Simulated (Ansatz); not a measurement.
System: chloroform, CHCl3, net charge 0, singlet state. 
Geometry from a B3LYP-D3(BJ)/def2-TZVP (Ansatz, a first-principles code) optimisation:
```
C
H 1 1.0815
Cl 1 1.7758 2 107.69
Cl 1 1.7758 2 107.69 3 120.00
Cl 1 1.7758 2 107.69 3 -120.00
```
Charge 0, spin multiplicity 1.

CCSD(T) with Ansatz in growing basis sets, 26 correlated electrons. Cores are frozen in the correlated levels unless marked. UHF or UKS for open shells. Spin-orbit coupling is left out. No relativistic terms. Costs are ratios of core time to the smallest set, on shared machines of one kind, and rough; they hold the program's checks for lower states.

| basis | functions | cost over smallest | E(corr) (Eh) | electronic atomisation energy (kcal/mol) |
|---|---|---|---|---|
| aug-cc-pV(D+d)Z | 128 | 1× | -0.6665 | 316.2 |
| aug-cc-pV(T+d)Z | 234 | 6× | -0.8430 | 334.6 |

Formally CCSD grows as o²v⁴ and (T) as o³v⁴; with o = 13 and v going from 99 to 205 both grow 18-fold in the last step, while integrals and the mean field grow more slowly. That step adds 176.5 mEh of correlation energy and 18.4 kcal/mol to the atomisation energy.
